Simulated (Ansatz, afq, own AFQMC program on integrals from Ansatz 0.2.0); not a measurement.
# SiH2O2+ (doublet): AFQMC on the coupled-cluster ladder as a vertical ion, def2-TZVP

How near does AFQMC come to the top of the ladder for SiH2O2+ (doublet)?

Computed with Ansatz 0.2.0, Gaussian basis, and an in-house AFQMC program (afq) on its integrals; all values are calculated. Level: def2-TZVP, frozen cores.

Plan: PBE (unrestricted); CCSD(T) on UHF; r2SCAN (unrestricted); PBE0 (unrestricted); B3LYP (unrestricted); wB97M-V (unrestricted); B2PLYP (unrestricted); Phaseless AFQMC, CISD trial on UHF.

### 1 The geometry

The geometry is that of the parent species, a PBE0/def2-SVP stationary point (not a proven minimum); the ion is not relaxed.

5 atoms, charge 1, spin multiplicity 2.

Atoms are counted from 1 here; the program's logs count them from 0.

Bond lengths: O1–Si2 1.661 Å, O1–H4 0.967 Å, Si2–O3 1.680 Å, O3–H5 0.963 Å. Angles: Si2–O1–H4 116.1°, O1–Si2–O3 98.4°, Si2–O3–H5 115.8°.

### 2 PBE (unrestricted)

in.yaml

```yaml
crystal:
  periodic: [false, false, false]
  atoms:
    - {symbol: O, position_ang: [-1.455175, -0.104472, -0.278853]}
    - {symbol: Si, position_ang: [-0.217306, -0.805162, 0.578200]}
    - {symbol: O, position_ang: [1.033590, 0.191719, 0.064371]}
    - {symbol: H, position_ang: [-1.214359, 0.650563, -0.833559]}
    - {symbol: H, position_ang: [1.903250, -0.006248, 0.428442]}
basis:
  gaussian: {orbitals: def2-TZVP}
total_charge: 1
magnetization: {spin_polarized: true, initial_magnetization: 1}
hamiltonian: {xc: {name: PBE}}
output: {orbitals: {seedname: orbitals}}
```

On the command line:

```sh
$ ansatz run in.yaml --threads 1 --pin off --events-out ev --progress --plain --max-ram 5120MiB --backend cpu
```

The log of the run:

```text
Functional definition: PBE
  name "PBE"
  cite "Perdew, Burke & Ernzerhof, Phys. Rev. Lett. 77, 3865 (1996) doi:10.1103/PhysRevLett.77.3865"
  parent pbe
  parameter kappa = 0.804
  parameter beta = 0.06672455060314922
  exchange = pbe_x(kappa = kappa, mu = beta*pi^2/3)
  correlation = pbe_c(beta = beta)
642 factors; their error is unknown
mean field evaluation 1: about -11959.8752 eV, gradient 9.6e1 eV
mean field evaluation 2: about -11734.7789 eV, gradient 2.1e2 eV
mean field evaluation 4: about -11988.4786 eV, gradient 1.9e1 eV
mean field evaluation 8: about -11990.3033 eV, gradient 1.2e-1 eV
mean field evaluation 16: about -11990.2924 eV, gradient 3.4e-4 eV
mean field -11990.29239453 eV, -440.6351181870 hartree, gradient 2.9e-5 eV, S^2 0.753369; 1 other end points of the search recorded, 0 dependent functions left out
reference -11990.29242533 eV, -440.6351193186 hartree; 16, 15 occupied and 95, 96 virtual orbitals, 642 factors
Total energy: -11990.29242533 eV, -440.6351193186 hartree
```

Run time: 3.5 s. Hardware: 1 thread of AMD EPYC 7R13 (Zen 3), shared host; peak memory 2 GiB.

From the report: ⟨S²⟩ of the determinant 0.753 (pure doublet: 0.75).

### 3 CCSD(T) on UHF

Edit in.yaml of step 2 so:

```diff
@@ -12,3 +12,2 @@
 magnetization: {spin_polarized: true, initial_magnetization: 1}
-hamiltonian: {xc: {name: PBE}}
-output: {orbitals: {seedname: orbitals}}
+correlation: {method: ccsd_t, electrons: outside_noble_gas, hamiltonian_folder: ham}
```

On the command line:

```sh
$ ansatz run in.yaml --threads 1 --pin off --events-out ev --progress --plain --max-ram 15360MiB --backend cuda --devices 0, --max-vram 18GiB
```

The log of the run, cut to the lines that bear on the results:

```text
Functional definition: HF
  name "HF"
  cite "Fock, Z. Phys. 61, 126 (1930) doi:10.1007/BF01340294"
  parent pbe
[...]
726 factors; integrals over basis functions are off by at most 1.2e-3 eV
[...]
mean field -11963.39273674 eV, -439.6465739965 hartree, gradient 2.3e-6 eV, S^2 0.760270; 3 other end points of the search recorded, 0 dependent functions left out
determinant -11963.39273674 eV, -439.6465739965 hartree, with singles and doubles -11978.59451935 eV, -440.2052292030 hartree
determinant -11961.25722171 eV, -439.5680952664 hartree, with singles and doubles -11976.01064801 eV, -440.1102736826 hartree
determinant -11961.12255177 eV, -439.5631462376 hartree, with singles and doubles -11975.90681235 eV, -440.1064577926 hartree
determinant -11960.73435114 eV, -439.5488801275 hartree, with singles and doubles -11976.08936102 eV, -440.1131663324 hartree
7 core orbitals not correlated: weight in the atoms' cores, before any rotation towards them, 1.000 or more for the frozen orbitals, at most 0.000 for the correlated occupied ones
reference -11963.39273674 eV, -439.6465739965 hartree; 9, 8 occupied and 95, 96 virtual orbitals, 726 factors
second order -14.98200410 eV of doubles, -0.00000000 eV of singles
cycle   1  -15.14320128 eV  change    -1.2e0 eV  update   2.3e-2
[...]
cycle  11  -15.18015297 eV  change   -8.5e-6 eV  update   1.1e-5
perturbative correction -0.60260232 eV, -0.0221452267 hartree
Total energy: -11979.17549203 eV, -440.2265795553 hartree
```

Run time: 5.5 s. Hardware: 1 × NVIDIA H100 80GB HBM3 with 1 thread of AMD EPYC 7R13 (Zen 3), shared host; peak host memory 2 GiB.

From the report: ⟨S²⟩ of the determinant 0.760 (pure doublet: 0.75); correlation -15.7828 eV; T1 0.021; largest double amplitude 0.03.

This run also writes the integrals to the folder ham.

### 4 r2SCAN (unrestricted)

Edit in.yaml of step 3 so:

```diff
@@ -12,2 +12,2 @@
 magnetization: {spin_polarized: true, initial_magnetization: 1}
-correlation: {method: ccsd_t, electrons: outside_noble_gas, hamiltonian_folder: ham}
+hamiltonian: {xc: {name: r2SCAN}}
```

On the command line:

```sh
$ ansatz run in.yaml --threads 1 --pin off --events-out ev --progress --plain --max-ram 5120MiB --backend cpu
```

The log of the run:

```text
Functional definition: r2SCAN
  name "r2SCAN"
  cite "Furness, Kaplan, Ning, Perdew & Sun, J. Phys. Chem. Lett. 11, 8208 (2020) doi:10.1021/acs.jpclett.0c02405"
  cite "Furness, Kaplan, Ning, Perdew & Sun, J. Phys. Chem. Lett. 11, 9248 (2020) doi:10.1021/acs.jpclett.0c03077"
  parent r2scan
  parameter k0 = 0.174
  parameter k1 = 0.065
  parameter a1 = 4.9479
  exchange = r2scan_x(k0 = k0, k1 = k1, a1 = a1)
  correlation = r2scan_c
642 factors; their error is unknown
mean field evaluation 1: about -11969.6117 eV, gradient 8.9e1 eV
mean field evaluation 2: about -11800.2005 eV, gradient 1.9e2 eV
mean field evaluation 4: about -11995.1782 eV, gradient 1.2e1 eV
mean field evaluation 8: about -11995.8500 eV, gradient 1.3e-1 eV
mean field evaluation 16: about -11995.8398 eV, gradient 6.0e-4 eV
mean field -11995.83978331 eV, -440.8389809645 hartree, gradient 4.8e-5 eV, S^2 0.756582; 0 other end points of the search recorded, 0 dependent functions left out
reference -11995.83979369 eV, -440.8389813458 hartree; 16, 15 occupied and 95, 96 virtual orbitals, 642 factors
Total energy: -11995.83979369 eV, -440.8389813458 hartree
```

Run time: 4.5 s. Hardware: 1 thread of AMD EPYC 7R13 (Zen 3), shared host; peak memory 2 GiB.

From the report: ⟨S²⟩ of the determinant 0.757 (pure doublet: 0.75).

### 5 PBE0 (unrestricted)

Edit in.yaml of step 4 so:

```diff
@@ -12,2 +12,3 @@
 magnetization: {spin_polarized: true, initial_magnetization: 1}
-hamiltonian: {xc: {name: r2SCAN}}
+hamiltonian: {xc: {name: PBE0}}
+output: {orbitals: {seedname: orbitals}}
```

The command is unchanged.

The log of the run:

```text
Functional definition: PBE0
  name "PBE0"
  cite "Adamo & Barone, J. Chem. Phys. 110, 6158 (1999) doi:10.1063/1.478522"
  cite "Perdew, Burke & Ernzerhof, Phys. Rev. Lett. 77, 3865 (1996) doi:10.1103/PhysRevLett.77.3865"
  parent pbe
  parameter a = 0.25
  parameter kappa = 0.804
  parameter beta = 0.06672455060314922
  exchange = (1 - a)*pbe_x(kappa = kappa, mu = beta*pi^2/3) + a*exact_x
  correlation = pbe_c(beta = beta)
658 factors; their error is unknown
mean field evaluation 1: about -11968.0044 eV, gradient 8.3e1 eV
mean field evaluation 2: about -11862.5113 eV, gradient 1.6e2 eV
mean field evaluation 4: about -11990.4585 eV, gradient 7.7e0 eV
mean field evaluation 8: about -11990.6891 eV, gradient 8.3e-2 eV
mean field evaluation 16: about -11990.7302 eV, gradient 9.5e-5 eV
mean field -11990.73015980 eV, -440.6512057639 hartree, gradient 1.0e-5 eV, S^2 0.754982; 0 other end points of the search recorded, 0 dependent functions left out
reference -11990.73018278 eV, -440.6512066082 hartree; 16, 15 occupied and 95, 96 virtual orbitals, 658 factors
Total energy: -11990.73018278 eV, -440.6512066082 hartree
```

It took 2.1 s on 1 thread of AMD EPYC 7R13 (Zen 3), shared host; peak memory 2 GiB.

From the report: ⟨S²⟩ of the determinant 0.755 (pure doublet: 0.75).

### 6 B3LYP (unrestricted)

Edit in.yaml of step 5 so:

```diff
@@ -12,3 +12,2 @@
 magnetization: {spin_polarized: true, initial_magnetization: 1}
-hamiltonian: {xc: {name: PBE0}}
-output: {orbitals: {seedname: orbitals}}
+hamiltonian: {xc: {name: B3LYP}}
```

The command is unchanged.

The log of the run, cut to the lines that bear on the results:

```text
Functional definition: B3LYP
  name "B3LYP"
  cite "Stephens, Devlin, Chabalowski & Frisch, J. Phys. Chem. 98, 11623 (1994) doi:10.1021/j100096a001"
  cite "Becke, Phys. Rev. A 38, 3098 (1988) doi:10.1103/PhysRevA.38.3098"
  cite "Lee, Yang & Parr, Phys. Rev. B 37, 785 (1988) doi:10.1103/PhysRevB.37.785"
  cite "Vosko, Wilk & Nusair, Can. J. Phys. 58, 1200 (1980) doi:10.1139/p80-159"
[...]
651 factors; their error is unknown
[...]
mean field -11998.98487196 eV, -440.9545608406 hartree, gradient 2.2e-5 eV, S^2 0.754041; 0 other end points of the search recorded, 0 dependent functions left out
reference -11998.98506257 eV, -440.9545678453 hartree; 16, 15 occupied and 95, 96 virtual orbitals, 651 factors
Total energy: -11998.98506257 eV, -440.9545678453 hartree
```

It took 2.3 s on 1 thread of AMD EPYC 7R13 (Zen 3), shared host; peak memory 2 GiB.

From the report: ⟨S²⟩ of the determinant 0.754 (pure doublet: 0.75).

### 7 wB97M-V (unrestricted)

Edit in.yaml of step 6 so:

```diff
@@ -12,2 +12,3 @@
 magnetization: {spin_polarized: true, initial_magnetization: 1}
-hamiltonian: {xc: {name: B3LYP}}
+hamiltonian: {xc: {name: wB97M-V}}
+output: {orbitals: {seedname: orbitals}}
```

Same command.

The log of the run, cut to the lines that bear on the results:

```text
Functional definition: wB97M-V
  name "wB97M-V"
  cite "Mardirossian & Head-Gordon, J. Chem. Phys. 144, 214110 (2016) doi:10.1063/1.4952647"
  cite "Becke, J. Chem. Phys. 107, 8554 (1997) doi:10.1063/1.475007"
  cite "Vydrov & Van Voorhis, J. Chem. Phys. 133, 244103 (2010) doi:10.1063/1.3521275"
  # Of w^i u^j: cxij and so on, Table III.
[...]
  gx(w, u) = 1 - cx + cx01*u + cx10*w
  gss(w, u) = css00 + css04*u^4 + css10*w + css20*w^2 + css43*w^4*u^3
  gos(w, u) = cos00 + cos10*w + (cos20 + cos21*u)*w^2 + (cos60 + cos61*u)*w^6
[...]
      + integral(e_c_pw_mod_opposite_spin*gos(b97_w_opposite, b97_u_opposite)) + vv10(b, c)
642 factors; their error is unknown
148 factors; integrals over basis functions are off by at most 1.4e-5 eV
[...]
mean field -11996.79145412 eV, -440.8739542217 hartree, gradient 8.4e-5 eV, S^2 0.753529; 0 other end points of the search recorded, 0 dependent functions left out
reference -11996.79148821 eV, -440.8739554745 hartree; 16, 15 occupied and 95, 96 virtual orbitals, 642 factors
Total energy: -11996.79148821 eV, -440.8739554745 hartree
```

Wall time 8.5 s (1 thread of AMD EPYC 7R13 (Zen 3), shared host); peak memory 2 GiB.

From the report: ⟨S²⟩ of the determinant 0.754 (pure doublet: 0.75).

### 8 B2PLYP (unrestricted)

Edit in.yaml of step 7 so:

```diff
@@ -12,3 +12,3 @@
 magnetization: {spin_polarized: true, initial_magnetization: 1}
-hamiltonian: {xc: {name: wB97M-V}}
-output: {orbitals: {seedname: orbitals}}
+hamiltonian: {xc: {name: B2PLYP}}
+correlation: {electrons: outside_noble_gas}
```

Same command.

The log of the run, cut to the lines that bear on the results:

```text
Functional definition: B2PLYP
  name "B2PLYP"
  cite "Grimme, J. Chem. Phys. 124, 034108 (2006) doi:10.1063/1.2148954"
  cite "Becke, Phys. Rev. A 38, 3098 (1988) doi:10.1103/PhysRevA.38.3098"
  cite "Lee, Yang & Parr, Phys. Rev. B 37, 785 (1988) doi:10.1103/PhysRevB.37.785"
[...]
726 factors; integrals over basis functions are off by at most 1.2e-3 eV
[...]
mean field -11987.70052788 eV, -440.5398688444 hartree, gradient 8.9e-6 eV, S^2 0.757491; 1 other end points of the search recorded, 0 dependent functions left out
7 core orbitals not correlated: weight in the atoms' cores, before any rotation towards them, 1.000 or more for the frozen orbitals, at most 0.000 for the correlated occupied ones
reference -11987.70064829 eV, -440.5398732692 hartree; 9, 8 occupied and 95, 96 virtual orbitals, 726 factors
second order -18.35169756 eV of doubles, -0.00000000 eV of singles
Total energy: -11992.65560663 eV, -440.7219646296 hartree
```

Wall time 6.5 s (1 thread of AMD EPYC 7R13 (Zen 3), shared host); peak memory 2 GiB.

From the report: ⟨S²⟩ of the determinant 0.757 (pure doublet: 0.75).

### 9 Phaseless AFQMC, CISD trial on UHF

It reads the integrals that the CCSD(T) run on this determinant wrote.

On the command line:

```sh
$ afq ham --method phaseless --trial cisd --walkers 1400 --populations 20 --least-time 60 --time-step 0.005 --steps-per-block 50 --equilibration-blocks 28 --max-blocks 4000 --target-error 0.00024 --factor-cut 1e-05 --start spin_pure --seed 9926 --release-times 0.24,0.51,0.99,1.5 --release-step 0.03 --release-every 4 --taylor-order 6
```

The log of the run:

```text
orbitals 104  electrons 9 8  factors 723 of 726
reference energy -439.64657400 Eh
CCSD correlation -0.55786049 Eh in 16 cycles, weight of the determinant in the CISD state 0.8520
energy of the start -440.203641 Eh
 block  time / (1/Eh)  mean weight  energy / Eh
     1     0.250  0.9994  -440.199276
     2     0.500  1.0005  -440.210174
     3     0.750  1.0007  -440.216346
     4     1.000  1.0006  -440.219166
     5     1.250  1.0013  -440.222190
     6     1.500  1.0006  -440.224106
     7     1.750  1.0007  -440.225536
     8     2.000  1.0010  -440.225303
     9     2.250  0.9987  -440.226599
    10     2.500  0.9980  -440.228221
    13     3.250  0.9995  -440.226588
    17     4.250  0.9997  -440.225497
    21     5.250  1.0003  -440.228748
    25     6.250  0.9995  -440.228450
    29     7.250  0.9998  -440.226431
    33     8.250  1.0005  -440.228952
    37     9.250  0.9992  -440.225352
    41    10.250  0.9991  -440.227215
    45    11.250  0.9997  -440.227469
    49    12.250  0.9997  -440.226495
    53    13.250  1.0005  -440.232946
    57    14.250  1.0006  -440.225224
    61    15.250  0.9996  -440.230110
    65    16.250  0.9999  -440.233466
    69    17.250  1.0005  -440.228811
    73    18.250  0.9993  -440.226133
    77    19.250  1.0007  -440.228071
    81    20.250  0.9997  -440.229906
    85    21.250  0.9996  -440.232725
    89    22.250  0.9991  -440.229884
    93    23.250  1.0000  -440.226253
    97    24.250  0.9994  -440.227638
   101    25.250  1.0002  -440.225345
   105    26.250  0.9999  -440.230723
   109    27.250  1.0004  -440.224955
   113    28.250  0.9998  -440.226684
   117    29.250  1.0008  -440.227141
   121    30.250  0.9998  -440.226425
   125    31.250  0.9989  -440.229318
   129    32.250  1.0015  -440.226839
   133    33.250  0.9999  -440.223016
   137    34.250  1.0007  -440.227998
   141    35.250  0.9992  -440.227712
   145    36.250  0.9999  -440.229848
   149    37.250  1.0001  -440.228632
   153    38.250  0.9997  -440.226519
   157    39.250  0.9989  -440.233257
   161    40.250  0.9994  -440.231569
   165    41.250  0.9999  -440.225850
   169    42.250  1.0014  -440.229384
   173    43.250  0.9996  -440.226899
   177    44.250  1.0013  -440.226453
   181    45.250  0.9999  -440.225369
   185    46.250  0.9990  -440.227271
   189    47.250  0.9998  -440.222650
   193    48.250  0.9999  -440.229126
error from the spread of 20 populations
released: time / (1/Eh)  energy / Eh  error  mean overlap
  0.24  -440.228204  0.000399  0.9950
  0.51  -440.228267  0.000323  0.9884
  0.99  -440.228791  0.000411  0.9860
  1.50  -440.229932  0.000626  0.9703
energy -440.227880 +/- 0.000311 Eh
```

It took 6.2 min on 1 × NVIDIA H100 80GB HBM3 with 2 threads of AMD EPYC 7R13 (Zen 3), shared host; peak host memory 2 GiB.

Energy -11979.2109 ± 0.0085 eV. Caveats: constraint bias not in the error.

### 10 AFQMC on the ladder

On the UHF determinant, counted from CCSD(T) (a yardstick, not exact):

```
                                                level  energy (eV)  from CCSD(T) (meV)  statistical error (meV)     time
                                                   HF  -11963.3927            +15782.8                                  
                                                  MP2  -11978.3747              +800.8                                  
                                                 CCSD  -11978.5729              +602.6                                  
                                              CCSD(T)  -11979.1755                 0.0                                  
Phaseless AFQMC, CISD trial, step 0.005, 1400 walkers  -11979.2109               -35.4                      8.5  6.2 min
```

The functionals' totals stand on their own zeros and serve differences with other points: PBE -11990.292 eV; r2SCAN -11995.840 eV; PBE0 -11990.730 eV; B3LYP -11998.985 eV; wB97M-V -11996.791 eV; B2PLYP -11992.656 eV.

### 11 What came out

```
                                       quantity            value
Phaseless AFQMC, CISD trial on UHF from CCSD(T)  -35.4 ± 8.5 meV
```

What this shows: On UHF the phaseless walk with the CISD trial lies -35.4 meV from CCSD(T), 4 times its error bar. Error bars are statistical and leave out the constraint, the time step and what remains of the start.
